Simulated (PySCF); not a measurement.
**Working out the ionisation energy of Ne**

Ne [Ne] (1S) → Ne+ [He] 2s2 2p5 (2P). Computed with PySCF 2.14 in aug-cc-pVDZ, with no relativity, point nucleus. Frozen: 1s2. Energies in hartree (1 hartree = 27.21139 eV):

```csv
part,Ne (lower),Ne+ (upper)
UHF,-128.496350,-127.766882
MP2 opposite-spin,-0.150135,-0.106520
MP2 same-spin,-0.056738,-0.035625
```

What does Hartree-Fock give?

(-127.766882) − (-128.496350) = 0.729468 hartree = 19.850 eV.

What do MP2 and SCS-MP2 (6/5 opposite-spin, 1/3 same-spin) give?

The opposite-spin parts differ by 1.187 eV and the same-spin parts by 0.575 eV. MP2: 19.850 + (1.187) + (0.575) = 21.612 eV. SCS-MP2: 19.850 + 1.2 × (1.187) + (0.575)/3 = 21.466 eV.

Measured between the centres of the two terms (NIST): 21.597 eV, so MP2 (valence) is off by 0.015 eV.

A double-zeta basis recovers only part of the correlation energy.

What remains against the reference includes basis incompleteness, the frozen core and correlation beyond second order.
